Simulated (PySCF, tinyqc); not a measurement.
MP2 on RHF in the sto-3g basis, frozen core, for HF, spin multiplicity 1, step by step. The lowest restricted solution is unstable here: a spin-polarised one lies 0.0065 hartree lower (PySCF). Computed by tinyqc, a small Python program that keeps every step (integrals from PySCF). Settings: charge = 0, multiplicity = 1, basis = sto-3g, method = RHF, frozen orbitals = 1, energy threshold = 1e-10, iteration cap = 87, orthogonalisation = symmetric, start = core, DIIS depth = 6. Command: `OMP_NUM_THREADS=1 python tinyqc.py 29154 29155 out.jsonl` (the two numbers bound the seeds that draw the settings). One thread of a shared host (Intel(R) Xeon(R) Processor @ 2.60GHz), about 0.1 s of CPU time with the checks. The early iterations of the SCF are left out here.

## One-electron integrals

Geometry (angstrom):
```
atom         x         y         z
F     0.000000  0.000000  0.000000
H     0.000000  0.000000  1.284000
```

Basis sto-3g: exponents (1/bohr^2) and contraction coefficients of normalised primitives:
```
element  l (shell)    exponent  coefficient
F            s (1)  166.679130     0.154329
F            s (1)   30.360812     0.535328
F            s (1)    8.216821     0.444635
F            s (2)    6.464803    -0.099967
F            s (2)    1.502281     0.399513
F            s (2)    0.488588     0.700115
F            p (3)    6.464803     0.155916
F            p (3)    1.502281     0.607684
F            p (3)    0.488588     0.391957
H            s (1)    3.425251     0.154329
H            s (1)    0.623914     0.535328
H            s (1)    0.168855     0.444635
```

Overlap, kinetic and nuclear-attraction integrals over the contracted functions; the nuclear repulsion is the sum of Za Zb / Rab.

nuclear repulsion = 3.70918606 hartree

overlap S, order 1F 1s, 1F 2s, 1F 2px, 1F 2py, 1F 2pz, 2H 1s:
```
[[1.000000, 0.237990, 0.000000, 0.000000, 0.000000, 0.020710],
 [0.237990, 1.000000, 0.000000, 0.000000, 0.000000, 0.244199],
 [0.000000, 0.000000, 1.000000, 0.000000, 0.000000, 0.000000],
 [0.000000, 0.000000, 0.000000, 1.000000, 0.000000, 0.000000],
 [0.000000, 0.000000, 0.000000, 0.000000, 1.000000, 0.217133],
 [0.020710, 0.244199, 0.000000, 0.000000, 0.217133, 1.000000]]
```

kinetic energy T (hartree), order 1F 1s, 1F 2s, 1F 2px, 1F 2py, 1F 2pz, 2H 1s:
```
[[36.984577, -0.212858, 0.000000, 0.000000, 0.000000, -0.006742],
 [-0.212858, 1.037995, 0.000000, 0.000000, 0.000000, 0.007448],
 [0.000000, 0.000000, 3.248015, 0.000000, 0.000000, 0.000000],
 [0.000000, 0.000000, 0.000000, 3.248015, 0.000000, 0.000000],
 [0.000000, 0.000000, 0.000000, 0.000000, 3.248015, 0.070191],
 [-0.006742, 0.007448, 0.000000, 0.000000, 0.070191, 0.760032]]
```

nuclear attraction V (hartree), order 1F 1s, 1F 2s, 1F 2px, 1F 2py, 1F 2pz, 2H 1s:
```
[[-77.421711, -9.274892, 0.000000, 0.000000, -0.007680, -0.826199],
 [-9.274892, -11.953187, 0.000000, 0.000000, -0.095782, -2.052663],
 [0.000000, 0.000000, -11.844752, 0.000000, 0.000000, 0.000000],
 [0.000000, 0.000000, 0.000000, -11.844752, 0.000000, 0.000000],
 [-0.007680, -0.095782, 0.000000, 0.000000, -11.892624, -1.556746],
 [-0.826199, -2.052663, 0.000000, 0.000000, -1.556746, -4.898890]]
```

core Hamiltonian H = T + V (hartree), order 1F 1s, 1F 2s, 1F 2px, 1F 2py, 1F 2pz, 2H 1s:
```
[[-40.437135, -9.487749, 0.000000, 0.000000, -0.007680, -0.832941],
 [-9.487749, -10.915192, 0.000000, 0.000000, -0.095782, -2.045216],
 [0.000000, 0.000000, -8.596738, 0.000000, 0.000000, 0.000000],
 [0.000000, 0.000000, 0.000000, -8.596738, 0.000000, 0.000000],
 [-0.007680, -0.095782, 0.000000, 0.000000, -8.644610, -1.486555],
 [-0.832941, -2.045216, 0.000000, 0.000000, -1.486555, -4.138858]]
```

## Two-electron integrals

Functions are numbered as in S; the eight-fold symmetry (ij|kl) = (ji|kl) = (kl|ij) leaves the list below.

Two-electron integrals (ij|kl) in chemists' order, unique and non-zero (hartree):
```
(11|11) 5.403501   (21|11) 0.841920   (21|21) 0.156299   (22|11) 1.268028
(22|21) 0.292344   (22|22) 0.926167   (31|31) 0.027998   (32|31) 0.043169
(32|32) 0.204588   (33|11) 1.264502   (33|21) 0.292403   (33|22) 0.925959
(33|33) 0.997514   (41|41) 0.027998   (42|41) 0.043169   (42|42) 0.204588
(43|43) 0.053770   (44|11) 1.264502   (44|21) 0.292403   (44|22) 0.925959
(44|33) 0.889973   (44|44) 0.997514   (51|51) 0.027998   (52|51) 0.043169
(52|52) 0.204588   (53|53) 0.053770   (54|54) 0.053770   (55|11) 1.264502
(55|21) 0.292403   (55|22) 0.925959   (55|33) 0.889973   (55|44) 0.889973
(55|55) 0.997514   (61|11) 0.074109   (61|21) 0.013654   (61|22) 0.025418
(61|33) 0.025381   (61|44) 0.025381   (61|51) 0.000533   (61|52) 0.001010
(61|55) 0.025497   (61|61) 0.001204   (62|11) 0.209228   (62|21) 0.048978
(62|22) 0.175827   (62|33) 0.173180   (62|44) 0.173180   (62|51) 0.003296
(62|52) 0.027048   (62|55) 0.180944   (62|61) 0.004345   (62|62) 0.042996
(63|31) 0.004862   (63|32) 0.029830   (63|53) 0.005520   (63|63) 0.006067
(64|41) 0.004862   (64|42) 0.029830   (64|54) 0.005520   (64|64) 0.006067
(65|11) 0.151421   (65|21) 0.035874   (65|22) 0.137991   (65|33) 0.132338
(65|44) 0.132338   (65|51) 0.006947   (65|52) 0.049626   (65|55) 0.149138
(65|61) 0.003297   (65|62) 0.041564   (65|65) 0.046035   (66|11) 0.407909
(66|21) 0.097004   (66|22) 0.402715   (66|33) 0.390875   (66|44) 0.390875
(66|51) 0.007164   (66|52) 0.084418   (66|55) 0.426080   (66|61) 0.008632
(66|62) 0.133734   (66|65) 0.151335   (66|66) 0.774606
```

## Orthogonalisation

S = U s U^T; symmetric (Loewdin) form X = U s^(-1/2) U^T, so that X^T S X = 1.

eigenvalues of S: [0.628488, 0.854498, 1.000000, 1.000000, 1.126500, 1.390515]

X, order 1F 1s, 1F 2s, 1F 2px, 1F 2py, 1F 2pz, 2H 1s:
```
[[1.022565, -0.126423, 0.000000, 0.000000, -0.002604, 0.013177],
 [-0.126423, 1.047742, 0.000000, 0.000000, 0.022166, -0.133953],
 [0.000000, 0.000000, 1.000000, 0.000000, 0.000000, 0.000000],
 [0.000000, 0.000000, 0.000000, 1.000000, 0.000000, 0.000000],
 [-0.002604, 0.022166, 0.000000, 0.000000, 1.019208, -0.116568],
 [0.013177, -0.133953, 0.000000, 0.000000, -0.116568, 1.043888]]
```

## Iteration 7 (converged): orbitals

converged F (hartree), order 1F 1s, 1F 2s, 1F 2px, 1F 2py, 1F 2pz, 2H 1s:
```
[[-25.919480, -6.625774, 0.000000, 0.000000, -0.014275, -0.588973],
 [-6.625774, -3.015470, 0.000000, 0.000000, -0.018443, -0.592063],
 [0.000000, 0.000000, -0.463875, 0.000000, 0.000000, 0.000000],
 [0.000000, 0.000000, 0.000000, -0.463875, 0.000000, 0.000000],
 [-0.014275, -0.018443, 0.000000, 0.000000, -0.205318, -0.409730],
 [-0.588973, -0.592063, 0.000000, 0.000000, -0.409730, -0.266110]]
```

Diagonalise F' = X^T F X, C = X C', fill 5 alpha and 5 beta electrons from the bottom; D = 2 C_occ C_occ^T. Each column has its largest component positive (the first on a tie).

F' = X^T F X (hartree):
```
[[-25.451389, -3.391018, 0.000000, 0.000000, -0.030734, -0.031875],
 [-3.391018, -1.826234, 0.000000, 0.000000, 0.053605, -0.292742],
 [0.000000, 0.000000, -0.463875, 0.000000, 0.000000, 0.000000],
 [0.000000, 0.000000, 0.000000, -0.463875, 0.000000, 0.000000],
 [-0.030734, 0.053605, 0.000000, 0.000000, -0.118487, -0.397193],
 [-0.031875, -0.292742, 0.000000, 0.000000, -0.397193, -0.079430]]
```

orbital energies (hartree): [-25.928706, -1.410979, -0.471264, -0.463875, -0.463875, 0.335410]

coefficients C, order 1F 1s, 1F 2s, 1F 2px, 1F 2py, 1F 2pz, 2H 1s:
```
[[0.995001, -0.259126, 0.046844, 0.000000, 0.000000, 0.049343],
 [0.020458, 1.001470, -0.238311, 0.000000, 0.000000, -0.268381],
 [0.000000, 0.000000, 0.000000, -0.520257, 0.854010, 0.000000],
 [0.000000, 0.000000, 0.000000, 0.854010, 0.520257, 0.000000],
 [0.001133, 0.020106, 0.685249, 0.000000, 0.000000, -0.763479],
 [-0.002790, 0.091625, 0.604959, 0.000000, 0.000000, 0.864308]]
```

D after iteration 7, order 1F 1s, 1F 2s, 1F 2px, 1F 2py, 1F 2pz, 2H 1s:
```
[[2.118737, -0.500629, 0.000000, 0.000000, 0.056034, 0.003640],
 [-0.500629, 2.120306, 0.000000, 0.000000, -0.286288, -0.104932],
 [0.000000, 0.000000, 2.000000, 0.000000, 0.000000, 0.000000],
 [0.000000, 0.000000, 0.000000, 2.000000, 0.000000, 0.000000],
 [0.056034, -0.286288, 0.000000, 0.000000, 0.939943, 0.832773],
 [0.003640, -0.104932, 0.000000, 0.000000, 0.832773, 0.748756]]
```

Within a degenerate level the vectors are fixed only up to a rotation; this is one choice.

## Convergence

Stop when the energy changes by less than 1e-10 hartree and every element of the error matrix X^T (F D S - S D F) X is below 3e-06.

Course of the cycle:
```
iteration   E (hartree)     change  largest element of the error matrix
1          -97.89894676          -                             4.31e-01
2          -98.47894923  -5.80e-01                             1.19e-01
3          -98.49384123  -1.49e-02                             2.73e-02
4          -98.49435216  -5.11e-04                             1.13e-03
5          -98.49435289  -7.28e-07                             3.01e-05
6          -98.49435289  -7.72e-10                             3.34e-07
7          -98.49435289  -9.95e-14                             3.64e-09
```

PySCF RHF in the same basis = -98.49435289 hartree

Converged in 7 iterations.

## Integrals over molecular orbitals

(pq|rs) = sum C_ip C_jq C_kr C_ls (ij|kl), one index at a time.

one-electron integrals over orbitals h = C^T H C (hartree):
```
[[-40.419910, 0.724240, -0.123290, 0.000000, 0.000000, -0.135065],
 [0.724240, -9.121519, 0.473610, 0.000000, 0.000000, 0.740198],
 [-0.123290, 0.473610, -6.729935, 0.000000, 0.000000, 2.298899],
 [0.000000, 0.000000, 0.000000, -8.596738, 0.000000, 0.000000],
 [0.000000, 0.000000, 0.000000, 0.000000, -8.596738, 0.000000],
 [-0.135065, 0.740198, 2.298899, 0.000000, 0.000000, -5.963142]]
```

Two-electron integrals over orbitals (pq|rs), unique and non-zero (hartree); the lowest 1 orbital is frozen and left out:
```
(22|22) 0.874907    (32|22) -0.045630   (32|32) 0.132091    (33|22) 0.684799
(33|32) -0.012264   (33|33) 0.668424    (42|42) 0.190001    (43|42) -0.026305
(43|43) 0.034437    (44|22) 0.896534    (44|32) -0.063450   (44|33) 0.671010
(44|44) 0.997514    (52|52) 0.190001    (53|52) -0.026305   (53|53) 0.034437
(54|54) 0.053770    (55|22) 0.896534    (55|32) -0.063450   (55|33) 0.671010
(55|44) 0.889973    (55|55) 0.997514    (62|22) -0.080431   (62|32) -0.078988
(62|33) -0.021309   (62|44) -0.079851   (62|55) -0.079851   (62|62) 0.091357
(63|22) -0.243607   (63|32) 0.077256    (63|33) -0.090947   (63|44) -0.250948
(63|55) -0.250948   (63|62) 0.034246    (63|63) 0.237016    (64|42) -0.026826
(64|43) -0.022786   (64|64) 0.028825    (65|52) -0.026826   (65|53) -0.022786
(65|65) 0.028825    (66|22) 0.634831    (66|32) 0.043322    (66|33) 0.644097
(66|44) 0.619956    (66|55) 0.619956    (66|62) -0.051730   (66|63) -0.027164
(66|66) 0.669202
```

## Second-order Moller-Plesset energy

Hartree-Fock energy = -98.49435289 hartree

E2 = sum_ijab (ia|jb) [2 (ia|jb) - (ib|ja)] / (e_i + e_j - e_a - e_b) over occupied i, j and virtual a, b; the opposite-spin part is (ia|jb)^2 / denominator, the rest is same-spin, and SCS-MP2 scales them by 6/5 and 1/3.

Terms:
```
i  j  a  b   (ia|jb)   (ib|ja)  denominator       term
3  3  6  6  0.237016  0.237016    -1.613348  -0.034820
2  2  6  6  0.091357  0.091357    -3.492778  -0.002390
5  5  6  6  0.028825  0.028825    -1.598570  -0.000520
4  4  6  6  0.028825  0.028825    -1.598570  -0.000520
2  3  6  6  0.034246  0.034246    -2.553063  -0.000459
3  2  6  6  0.034246  0.034246    -2.553063  -0.000459
```

Pair energies (hartree; pair i-j sums ij and ji):
```
pair  opposite spin  same spin
2-2       -0.002390   0.000000
3-2       -0.000919   0.000000
3-3       -0.034820   0.000000
4-4       -0.000520   0.000000
5-5       -0.000520   0.000000
```

MP2 correlation energy = -0.03916780 hartree

SCS-MP2 correlation energy = -0.04700136 hartree

MP2 total energy = -98.53352069 hartree
